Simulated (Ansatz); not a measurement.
All numbers were calculated with Ansatz.

A structure relaxed at PBE0-D4/def2-TZVP, charge 0, multiplicity 1:

```xyz
10

C     0.629    0.691    1.310
C     0.134    0.041    0.087
N     0.707   -0.539   -0.903
C    -0.649   -0.736   -1.395
O    -1.192   -0.056   -0.219
H     0.309    1.735    1.338
H     1.716    0.640    1.330
H     0.222    0.192    2.193
H    -0.894   -0.192   -2.308
H    -0.982   -1.775   -1.432
```

Question: Give its formula and SMILES.

Answer: C3H5NO, `CC1=NCO1`.

Question: Point group (tolerance 0.08 Å, 0.16 Å for H)?

Answer: Cs.

Question: Summarise the bond lengths by kind.

Answer: 1 × C–C 1.471 Å; 5 × C–H 1.089 to 1.092 Å; 2 × C–N 1.283 to 1.456 Å; 2 × C–O 1.363 to 1.463 Å.
